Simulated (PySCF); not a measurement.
Species: C₄H₉Cl.
Cartesian coordinates in Å at the PBE0-D3(BJ)/def2-SVP level; atoms count from 1:
```
atom  x, y, z in Å
C1    -1.9581   -0.0762   -0.2994
C2    -0.4793   -0.0466   -0.6519
C3     0.4204    0.0404    0.5752
C4     1.8891    0.0694    0.2129
Cl5    2.9285    0.1799    1.6656
H6    -2.1983   -0.9412    0.3391
H7    -2.5870   -0.1414   -1.1997
H8    -2.2550    0.8309    0.2507
H9    -0.2188   -0.9485   -1.2336
H10   -0.2735    0.8101   -1.3177
H11    0.2330   -0.8170    1.2435
H12    0.1782    0.9447    1.1586
H13    2.1318    0.9363   -0.4185
H14    2.1902   -0.8406   -0.3259
```

Level of theory: core-valence-separated Tamm–Dancoff BHandHLYP/aug-pcX-1 (pcseg-1 on H, def2-SVPD on Cl) in PySCF, non-relativistic, gas phase, PBE0-D3(BJ)/def2-SVP geometry. The energies are unshifted.

The lowest roots of each edge with f over 0.003 (five at most, numbered afresh; weaker and dark ones are left out), with transition dipoles (au) in the frame of the coordinates:

| root | edge | E (eV) | μx | μy | μz |
| --- | --- | --- | --- | --- | --- |
| 1 | C | 284.97 | -0.0569 | -0.0061 | -0.0808 |
| 2 | C | 285.41 | 0.0359 | 0.0010 | -0.0032 |
| 3 | C | 285.69 | 0.0167 | -0.0017 | -0.0444 |
| 4 | C | 285.88 | 0.0201 | -0.0017 | -0.0490 |
| 5 | C | 286.05 | -0.0106 | -0.0035 | -0.0613 |

Problem. What are the oscillator strengths?

Solution. f = (2/3) ΔE |μ|², with ΔE in hartree (27.2114 eV):

```
root  ΔE (Eh)  |μ|² (au)      f  core hole on
   1  10.4724   0.009805  0.068            C4
   2  10.4886   0.001301  0.009            C1
   3  10.4990   0.002255  0.016            C2
   4  10.5057   0.002810  0.020            C3
   5  10.5123   0.003889  0.027            C1
```

Problem. Molecules are fixed in this frame and the field points along (0, 1, 1)/√2. What effective strengths 3 f cos²θ do the roots have (θ between field and μ)?

Solution. root 1 (C4): 0.079, root 2 (C1): 0.000, root 3 (C2): 0.022, root 4 (C3): 0.027, root 5 (C1): 0.044. Root 1 is the strongest. Averaged over all orientations cos²θ is 1/3, which gives f back.

One conformer stands for the species.
